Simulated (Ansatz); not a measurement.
Results of BLYP in Ansatz (plane waves, PAW) for bcc W.

Run with plane-wave cutoff 520 eV, 24×24×24 k mesh, Fermi–Dirac smearing 0.05 eV, no spin polarisation, scalar-relativistic PAW data made under PBE.

A third-order Birch–Murnaghan fit to the energies gives V0 = 16.687 Å³/atom, B0 = 274 GPa, B′ = 4.3.

```
V (Å³/atom)  P (GPa)
-----------  -------
15.688           ___
16.022         12.18
16.356          5.75
16.689         -0.04
17.023           ___
17.357         -9.93
17.691           ___
```

Q: Estimate the withheld pressures from this fit; the answers are the runs' own values.

A: 
- 15.688, P (GPa): 19.35
- 17.023, P (GPa): -5.25
- 17.691, P (GPa): -14.14

The formula P = (3/2) B0 (x^(7/3) − x^(5/3)) [1 + (3/4)(B′ − 4)(x^(2/3) − 1)] with x = V0/V meets the computed pressures within 0.03 GPa when these rounded values are put in.

Measured, for comparison: bulk modulus 312 GPa (zero-point energy and finite temperature contributions removed, our sources range from 300 to 328; as tabulated in doi:10.1021/acs.jctc.3c00612); equilibrium volume per atom 15.78 Å³/atom (static lattice: zero-point anharmonic expansion removed; as tabulated in Mejia-Rodriguez and Trickey (2018), arXiv:1807.09216). Computed (rounded) less measured: bulk modulus -12 % (-9 % to -16 % over the range), equilibrium volume per atom +5.8 %.

Spin–orbit coupling is not included.

Static lattice: no zero-point or thermal effects.

Ansatz is a first-principles code.
